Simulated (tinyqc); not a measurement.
Inside a calculation. Method: UHF in the sto-3g basis, for H2O, spin multiplicity 3. This run ends on a higher stationary point, not on the lowest solution. One step of it, computed by the program tinyqc.

Task: Iteration 2: building the Fock matrix. J_ij = sum D_kl (ij|kl) with D = D(alpha) + D(beta), K_ij = sum D_kl (ik|jl) for each spin; F = H + J - K(s); E = tr D H + tr D J / 2 - 0.5 sum_s tr D(s) K(s) + E_nn.

D(alpha) after iteration 1:
```
            1O 1s      1O 2s    1O 2px     1O 2py     1O 2pz      2H 1s      3H 1s
1O 1s    1.062827  -0.272700  0.000000   0.000000  -0.012233   0.043405   0.043405
1O 2s   -0.272700   1.198068  0.000000   0.000000   0.077319  -0.274334  -0.274334
1O 2px   0.000000   0.000000  1.000000   0.000000   0.000000   0.000000   0.000000
1O 2py   0.000000   0.000000  0.000000   1.034102   0.000000  -0.051677   0.051677
1O 2pz  -0.012233   0.077319  0.000000   0.000000   1.043097  -0.152913  -0.152913
2H 1s    0.043405  -0.274334  0.000000  -0.051677  -0.152913   0.545133   0.539968
3H 1s    0.043405  -0.274334  0.000000   0.051677  -0.152913   0.539968   0.545133
```

D(beta) after iteration 1:
```
            1O 1s      1O 2s    1O 2px    1O 2py     1O 2pz      2H 1s      3H 1s
1O 1s    1.060421  -0.256367  0.000000  0.000000  -0.003353   0.007314   0.007314
1O 2s   -0.256367   1.087183  0.000000  0.000000   0.017031  -0.029319  -0.029319
1O 2px   0.000000   0.000000  1.000000  0.000000   0.000000   0.000000   0.000000
1O 2py   0.000000   0.000000  0.000000  0.000000   0.000000   0.000000   0.000000
1O 2pz  -0.003353   0.017031  0.000000  0.000000   1.010319  -0.019699  -0.019699
2H 1s    0.007314  -0.029319  0.000000  0.000000  -0.019699   0.001157   0.001157
3H 1s    0.007314  -0.029319  0.000000  0.000000  -0.019699   0.001157   0.001157
```

core Hamiltonian H = T + V (hartree):
```
             1O 1s      1O 2s     1O 2px     1O 2py     1O 2pz      2H 1s      3H 1s
1O 1s   -32.379410  -7.531969   0.000000   0.000000  -0.008898  -0.637144  -0.637144
1O 2s    -7.531969  -9.007478   0.000000   0.000000  -0.111720  -1.701280  -1.701280
1O 2px    0.000000   0.000000  -7.181763   0.000000   0.000000   0.000000   0.000000
1O 2py    0.000000   0.000000   0.000000  -7.243992   0.000000  -1.084103   1.084103
1O 2pz   -0.008898  -0.111720   0.000000   0.000000  -7.216767  -0.832684  -0.832684
2H 1s    -0.637144  -1.701280   0.000000  -1.084103  -0.832684  -3.741860  -0.430343
3H 1s    -0.637144  -1.701280   0.000000   1.084103  -0.832684  -0.430343  -3.741860
```

Two-electron integrals (ij|kl) in chemists' order, unique and non-zero (hartree):
```
(11|11) 4.785065    (21|11) 0.741380    (21|21) 0.136873    (22|11) 1.118947
(22|21) 0.256633    (22|22) 0.817206    (31|31) 0.024477    (32|31) 0.037809
(32|32) 0.180518    (33|11) 1.115814    (33|21) 0.256684    (33|22) 0.817023
(33|33) 0.880159    (41|41) 0.024477    (42|41) 0.037809    (42|42) 0.180518
(43|43) 0.047444    (44|11) 1.115814    (44|21) 0.256684    (44|22) 0.817023
(44|33) 0.785270    (44|44) 0.880159    (51|51) 0.024477    (52|51) 0.037809
(52|52) 0.180518    (53|53) 0.047444    (54|54) 0.047444    (55|11) 1.115814
(55|21) 0.256684    (55|22) 0.817023    (55|33) 0.785270    (55|44) 0.785270
(55|55) 0.880159    (61|11) 0.062796    (61|21) 0.011510    (61|22) 0.021492
(61|33) 0.021455    (61|41) 0.000395    (61|42) 0.000751    (61|44) 0.021529
(61|51) 0.000296    (61|52) 0.000563    (61|54) 0.000055    (61|55) 0.021497
(61|61) 0.000979    (62|11) 0.182941    (62|21) 0.042618    (62|22) 0.154291
(62|33) 0.151532    (62|41) 0.002513    (62|42) 0.020905    (62|44) 0.156728
(62|51) 0.001885    (62|52) 0.015679    (62|54) 0.003897    (62|55) 0.154455
(62|61) 0.003657    (62|62) 0.039102    (63|31) 0.004070    (63|32) 0.025082
(63|43) 0.004119    (63|53) 0.003089    (63|63) 0.005060    (64|11) 0.116326
(64|21) 0.027414    (64|22) 0.106099    (64|33) 0.101578    (64|41) 0.005443
(64|42) 0.038246    (64|44) 0.113145    (64|51) 0.001030    (64|52) 0.009873
(64|54) 0.005586    (64|55) 0.103451    (64|61) 0.002432    (64|62) 0.032784
(64|64) 0.032275    (65|11) 0.087245    (65|21) 0.020561    (65|22) 0.079574
(65|33) 0.076184    (65|41) 0.001030    (65|42) 0.009873    (65|44) 0.078680
(65|51) 0.004843    (65|52) 0.032487    (65|54) 0.005992    (65|55) 0.083767
(65|61) 0.001824    (65|62) 0.024588    (65|64) 0.020411    (65|65) 0.020369
(66|11) 0.379465    (66|21) 0.089760    (66|22) 0.374661    (66|33) 0.362122
(66|41) 0.005638    (66|42) 0.066910    (66|44) 0.385975    (66|51) 0.004229
(66|52) 0.050182    (66|54) 0.017889    (66|55) 0.375539    (66|61) 0.007725
(66|62) 0.130931    (66|64) 0.125942    (66|65) 0.094456    (66|66) 0.774606
(71|11) 0.062796    (71|21) 0.011510    (71|22) 0.021492    (71|33) 0.021455
(71|41) -0.000395   (71|42) -0.000751   (71|44) 0.021529    (71|51) 0.000296
(71|52) 0.000563    (71|54) -0.000055   (71|55) 0.021497    (71|61) 0.000965
(71|62) 0.003547    (71|64) 0.002201    (71|65) 0.001773    (71|66) 0.007468
(71|71) 0.000979    (72|11) 0.182941    (72|21) 0.042618    (72|22) 0.154291
(72|33) 0.151532    (72|41) -0.002513   (72|42) -0.020905   (72|44) 0.156728
(72|51) 0.001885    (72|52) 0.015679    (72|54) -0.003897   (72|55) 0.154455
(72|61) 0.003547    (72|62) 0.029825    (72|64) 0.017718    (72|65) 0.018183
(72|66) 0.078300    (72|71) 0.003657    (72|72) 0.039102    (73|31) 0.004070
(73|32) 0.025082    (73|43) -0.004119   (73|53) 0.003089    (73|63) 0.003682
(73|73) 0.005060    (74|11) -0.116326   (74|21) -0.027414   (74|22) -0.106099
(74|33) -0.101578   (74|41) 0.005443    (74|42) 0.038246    (74|44) -0.113145
(74|51) -0.001030   (74|52) -0.009873   (74|54) 0.005586    (74|55) -0.103451
(74|61) -0.002201   (74|62) -0.017718   (74|64) -0.007236   (74|65) -0.010651
(74|66) -0.044936   (74|71) -0.002432   (74|72) -0.032784   (74|74) 0.032275
(75|11) 0.087245    (75|21) 0.020561    (75|22) 0.079574    (75|33) 0.076184
(75|41) -0.001030   (75|42) -0.009873   (75|44) 0.078680    (75|51) 0.004843
(75|52) 0.032487    (75|54) -0.005992   (75|55) 0.083767    (75|61) 0.001773
(75|62) 0.018183    (75|64) 0.010651    (75|65) 0.014599    (75|66) 0.051566
(75|71) 0.001824    (75|72) 0.024588    (75|74) -0.020411   (75|75) 0.020369
(76|11) 0.041710    (76|21) 0.009817    (76|22) 0.038992    (76|33) 0.038093
(76|44) 0.038806    (76|51) 0.000660    (76|52) 0.006742    (76|55) 0.040037
(76|61) 0.000834    (76|62) 0.009958    (76|64) 0.007377    (76|65) 0.007097
(76|66) 0.036648    (76|71) 0.000834    (76|72) 0.009958    (76|74) -0.007377
(76|75) 0.007097    (76|76) 0.003418    (77|11) 0.379465    (77|21) 0.089760
(77|22) 0.374661    (77|33) 0.362122    (77|41) -0.005638   (77|42) -0.066910
(77|44) 0.385975    (77|51) 0.004229    (77|52) 0.050182    (77|54) -0.017889
(77|55) 0.375539    (77|61) 0.007468    (77|62) 0.078300    (77|64) 0.044936
(77|65) 0.051566    (77|66) 0.238444    (77|71) 0.007725    (77|72) 0.130931
(77|74) -0.125942   (77|75) 0.094456    (77|76) 0.036648    (77|77) 0.774606
```

nuclear repulsion = 6.35203692 hartree

Give: Coulomb J; exchange K(alpha); exchange K(beta); F(alpha); F(beta); total energy of this density.

Result:

Coulomb J (hartree):
```
          1O 1s   1O 2s  1O 2px   1O 2py  1O 2pz   2H 1s    3H 1s
1O 1s   17.7752  3.3611  0.0000   0.0000  0.0059  0.2830   0.2830
1O 2s    3.3611  8.3200  0.0000   0.0000  0.0516  1.5451   1.5451
1O 2px   0.0000  0.0000  8.3331   0.0000  0.0000  0.0000   0.0000
1O 2py   0.0000  0.0000  0.0000   8.2578  0.0000  1.0512  -1.0512
1O 2pz   0.0059  0.0516  0.0000   0.0000  8.3457  0.8036   0.8036
2H 1s    0.2830  1.5451  0.0000   1.0512  0.8036  3.8703   0.3924
3H 1s    0.2830  1.5451  0.0000  -1.0512  0.8036  0.3924   3.8703
```

exchange K(alpha) (hartree):
```
         1O 1s   1O 2s  1O 2px   1O 2py  1O 2pz   2H 1s    3H 1s
1O 1s   4.9208  0.8577  0.0000   0.0000  0.0006  0.0768   0.0768
1O 2s   0.8577  1.4391  0.0000   0.0000  0.0111  0.2625   0.2625
1O 2px  0.0000  0.0000  1.1803   0.0000  0.0000  0.0000   0.0000
1O 2py  0.0000  0.0000  0.0000   1.1883  0.0000  0.1509  -0.1509
1O 2pz  0.0006  0.0111  0.0000   0.0000  1.1870  0.1185   0.1185
2H 1s   0.0768  0.2625  0.0000   0.1509  0.1185  0.4532   0.1578
3H 1s   0.0768  0.2625  0.0000  -0.1509  0.1185  0.1578   0.4532
```

exchange K(beta) (hartree):
```
         1O 1s   1O 2s  1O 2px   1O 2py  1O 2pz   2H 1s    3H 1s
1O 1s   4.8925  0.8182  0.0000   0.0000  0.0002  0.0719   0.0719
1O 2s   0.8182  1.2470  0.0000   0.0000  0.0035  0.2079   0.2079
1O 2px  0.0000  0.0000  1.1279   0.0000  0.0000  0.0000   0.0000
1O 2py  0.0000  0.0000  0.0000   0.2935  0.0000  0.0299  -0.0299
1O 2pz  0.0002  0.0035  0.0000   0.0000  1.1293  0.0960   0.0960
2H 1s   0.0719  0.2079  0.0000   0.0299  0.0960  0.0570   0.0437
3H 1s   0.0719  0.2079  0.0000  -0.0299  0.0960  0.0437   0.0570
```

F(alpha) (hartree):
```
           1O 1s    1O 2s   1O 2px   1O 2py   1O 2pz    2H 1s    3H 1s
1O 1s   -19.5250  -5.0286   0.0000   0.0000  -0.0035  -0.4310  -0.4310
1O 2s    -5.0286  -2.1265   0.0000   0.0000  -0.0712  -0.4186  -0.4186
1O 2px    0.0000   0.0000  -0.0290   0.0000   0.0000   0.0000   0.0000
1O 2py    0.0000   0.0000   0.0000  -0.1745   0.0000  -0.1838   0.1838
1O 2pz   -0.0035  -0.0712   0.0000   0.0000  -0.0580  -0.1476  -0.1476
2H 1s    -0.4310  -0.4186   0.0000  -0.1838  -0.1476  -0.3248  -0.1957
3H 1s    -0.4310  -0.4186   0.0000   0.1838  -0.1476  -0.1957  -0.3248
```

F(beta) (hartree):
```
           1O 1s    1O 2s  1O 2px   1O 2py   1O 2pz    2H 1s    3H 1s
1O 1s   -19.4968  -4.9892  0.0000   0.0000  -0.0032  -0.4261  -0.4261
1O 2s    -4.9892  -1.9344  0.0000   0.0000  -0.0636  -0.3641  -0.3641
1O 2px    0.0000   0.0000  0.0234   0.0000   0.0000   0.0000   0.0000
1O 2py    0.0000   0.0000  0.0000   0.7204   0.0000  -0.0628   0.0628
1O 2pz   -0.0032  -0.0636  0.0000   0.0000  -0.0004  -0.1251  -0.1251
2H 1s    -0.4261  -0.3641  0.0000  -0.0628  -0.1251   0.0714  -0.0816
3H 1s    -0.4261  -0.3641  0.0000   0.0628  -0.1251  -0.0816   0.0714
```

total energy of this density = -74.110576 hartree
